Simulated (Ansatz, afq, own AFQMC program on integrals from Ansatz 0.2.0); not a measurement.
## GeNH2, quartet: AFQMC among the cluster methods

```yaml
atoms:
  - { symbol: Ge, position_ang: [0.0000, 0.0000, 0.4319] }
  - { symbol: N, position_ang: [0.0000, 0.0000, -1.8834] }
  - { symbol: H, position_ang: [0.0000, 0.8309, -2.4773] }
  - { symbol: H, position_ang: [0.0000, -0.8309, -2.4773] }
```

Connectivity, by distances: Ge–NH2.

Basis cc-pVTZ. Only valence electrons are correlated. AFQMC by an in-house program on the Cholesky factors that Ansatz 0.2.0 writes for its CCSD(T) run. The CISD trial takes its coefficients from CCSD amplitudes. Released means that phaseless walkers are propagated on without the constraint, phases kept. Uncertainties: one standard error, sampling alone. No spin–orbit coupling.

Determinant: UHF, the one that the program's search chose, which needn't be the lowest solution. The geometry is a PBE0/def2-TZVP stationary point of this or a neighbouring charge and spin state.

No full CI on the walks' own integrals is used here. The released AFQMC energy serves as the reference, which it does only where one determinant dominates, the energy is flat over the last release times and near the phaseless one (40 meV or 2 meV an electron, half that with transition metals). On small molecules, where full CI could be run and the noise was under 10 meV, such values lay within 10 meV of it in 19 cases of 20, a flattering rate, since the rule was set on those same cases; what remains of the bias isn't in the error bar.

Cautions: no relativity below Rb; no spin-orbit coupling; inner d shell frozen; lower spins were not checked; the released value is read at 1.50 1/Eh (meV from the phaseless value at times in 1/Eh: -4 ± 4 at 0.24, -4.7 ± 2.1 at 0.50, -11 ± 3 at 1.00, -9 ± 5 at 1.50).

```
T1 diagnostic                               : 0.0161
weight of the determinant in the CISD state : 0.887
⟨S²⟩ of the determinant                     : 3.793
size of the correlated space                : 11 electrons in 86 orbitals
```

```
  level  correlation energy (eV)
    MP2                  -6.5521
   CCSD                  -7.3887
CCSD(T)                  -7.6308
```

Problem. Estimate where AFQMC with the constraint released lies against CCSD(T) on the same integrals.

Solution. 3.2 ± 0.5 kJ/mol below CCSD(T).

Reference: AFQMC with the constraint released, correlation energy -7.663 ± 0.005 eV.

| level | E − E(reference) (kJ/mol) | share of correlation (%) |
| --- | --- | --- |
| CCSD(T) | 3.2 ± 0.5 | 99.57 |
| ph-AFQMC/HF | 5.3 ± 2.4 | 99.29 |
| ph-AFQMC/CISD | 0.8 ± 0.7 | 99.89 |

A walk keeps the symmetry of its determinant, which the program's search chose and which needn't be the lowest solution, so a lower state of the same spin and another symmetry isn't excluded. Released energies are given only where the last usable release times agree within the noise; a slower fall can still hide under it.
